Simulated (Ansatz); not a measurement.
**AlH₅NP: how energies converge with the basis set**

One table from this session's results is given with a row withheld; the runs are named, their logs left out.

Method: one geometry, several basis sets; program: Ansatz 0.2.0, Gaussian basis.

Levels to be run: PBE0-D4/def2-SVP; ωB97M-V/def2-SVP; PBE0-D4/def2-QZVPP; ωB97M-V/def2-QZVPP; the functionals' def2-TZVPP values are taken from earlier runs.

1 further run of the same task is left out (it didn't finish).

### The geometry

An earlier PBE0-D4 in a triple-zeta def2 set relaxation fixed the geometry.

SMILES `N[PH][AlH2]`, 8 atoms, charge 0, spin multiplicity 1.

Atoms are counted from 1 here; the program's logs count them from 0.

Bond lengths: N1–P2 1.710 Å, N1–H4 1.008 Å, N1–H5 1.007 Å, P2–Al3 2.315 Å, P2–H6 1.432 Å, Al3–H7 1.588 Å, Al3–H8 1.587 Å. Angles: P2–N1–H4 114.2°, P2–N1–H5 119.7°, H4–N1–H5 111.1°, N1–P2–Al3 105.5°, N1–P2–H6 106.6°, Al3–P2–H6 96.5°, P2–Al3–H7 116.5°, P2–Al3–H8 121.6°, H7–Al3–H8 121.7°.

As a file:

```
N    -1.4166    0.4120   -0.6386
P    -0.4216    0.5696    0.7433
Al    1.2422   -1.0205    0.4936
H    -2.2871    0.9168   -0.5813
H    -1.0117    0.4907   -1.5576
H     0.4110    1.7123    0.5190
H     2.5217   -0.8579    1.4198
H     1.0544   -2.2801   -0.4540
```

Set-up of the first run:

in.yaml

```yaml
crystal:
  periodic: [false, false, false]
  atoms:
    - {symbol: N, position_ang: [-1.416614, 0.411980, -0.638647]}
    - {symbol: P, position_ang: [-0.421636, 0.569564, 0.743316]}
    - {symbol: Al, position_ang: [1.242160, -1.020539, 0.493617]}
    - {symbol: H, position_ang: [-2.287146, 0.916824, -0.581285]}
    - {symbol: H, position_ang: [-1.011738, 0.490681, -1.557611]}
    - {symbol: H, position_ang: [0.410961, 1.712325, 0.519013]}
    - {symbol: H, position_ang: [2.521720, -0.857939, 1.419834]}
    - {symbol: H, position_ang: [1.054393, -2.280098, -0.454036]}
basis:
  gaussian: {orbitals: def2-SVP}
hamiltonian: {xc: pbe0, dispersion: d4}
output: {orbitals: {seedname: orbitals}}
```

Command:

```
ansatz run in.yaml --threads 2 --pin off --events-out ev --progress --plain --max-ram 4352MiB
```

Steps of the session up to this table: PBE0-D4 in def2-SVP; ωB97M-V in def2-SVP; PBE0-D4 in def2-QZVPP; ωB97M-V in def2-QZVPP.

One table of the session follows, with a row left open; its other results are not shown here.

```
functional       basis  HOMO (eV)  LUMO (eV)
   PBE0-D4    def2-SVP      -6.57      -1.57
   PBE0-D4  def2-TZVPP          ?          ?
   PBE0-D4  def2-QZVPP      -6.66      -1.66
   ωB97M-V    def2-SVP      -8.57       0.12
   ωB97M-V  def2-TZVPP      -8.68      -0.01
   ωB97M-V  def2-QZVPP      -8.71      -0.16
```

**Question.** Estimate the row for PBE0-D4, def2-TZVPP.

As computed: HOMO (eV): -6.64; LUMO (eV): -1.62. In the column «HOMO (eV)» it lies between PBE0-D4, def2-QZVPP (-6.66) and PBE0-D4, def2-SVP (-6.57).
